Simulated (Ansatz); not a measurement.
The input, for Ansatz 0.2.0:

```yaml
crystal:
  periodic: [false, false, false]
  atoms:
    - {symbol: Al, position_ang: [0.000000, -0.136508, 1.163520]}
    - {symbol: Al, position_ang: [0.000000, 0.136508, -1.163520]}
    - {symbol: H, position_ang: [0.000000, 1.160894, 2.137647]}
    - {symbol: H, position_ang: [0.000000, -1.160894, -2.137647]}
basis:
  gaussian: {orbitals: 6-31G}
magnetization: {spin_polarized: true, initial_magnetization: 0}
correlation: {method: ccsdtq, electrons: outside_noble_gas}
```

```sh
$ ansatz run in.yaml --threads 2 --pin off --events-out ev --progress --plain --max-ram 24576MiB --backend cuda --devices 0, --max-vram 18GiB
```

Output:

```
611 factors; integrals over basis functions are off by at most 1.3e-7 eV
mean field evaluation 1: about -13192.7998 eV, gradient 5.3e0 eV
mean field evaluation 2: about -13192.8032 eV, gradient 5.3e0 eV
mean field evaluation 4: about -13193.2858 eV, gradient 4.2e-1 eV
mean field evaluation 8: about -13193.2911 eV, gradient 1.1e-3 eV
mean field evaluation 16: about -13193.6165 eV, gradient 1.3e-1 eV
mean field evaluation 32: about -13193.6174 eV, gradient 1.0e-1 eV
mean field evaluation 64: about -13193.2911 eV, gradient 1.5e-5 eV
mean field evaluation 96: about -13192.8208 eV, gradient 2.4e0 eV
mean field evaluation 128: about -13192.3428 eV, gradient 5.7e0 eV
mean field evaluation 160: about -13191.0401 eV, gradient 1.0e-1 eV
...
cycle  13  -2.50328128 eV  change    2.9e-4 eV  update   2.2e-4
cycle  14  -2.50332078 eV  change   -4.0e-5 eV  update   1.3e-4
cycle  15  -2.50322526 eV  change    9.6e-5 eV  update   6.7e-5
cycle  16  -2.50319979 eV  change    2.5e-5 eV  update   3.2e-5
cycle  17  -2.50321215 eV  change   -1.2e-5 eV  update   1.9e-5
cycle  18  -2.50322120 eV  change   -9.0e-6 eV  update   1.1e-5
cycle  19  -2.50322431 eV  change   -3.1e-6 eV  update   5.6e-6
cycle  20  -2.50322251 eV  change    1.8e-6 eV  update   2.9e-6
cycle  21  -2.50322084 eV  change    1.7e-6 eV  update   1.3e-6
cycle  22  -2.50322021 eV  change    6.3e-7 eV  update   7.5e-7
Total energy: -13196.12169202 eV, -484.9485275294 hartree
```

Ran on 2 threads of AMD EPYC 7R13 with a shared H100 80 GB, shared host: 16 s wall, 0.81 GiB peak host memory.
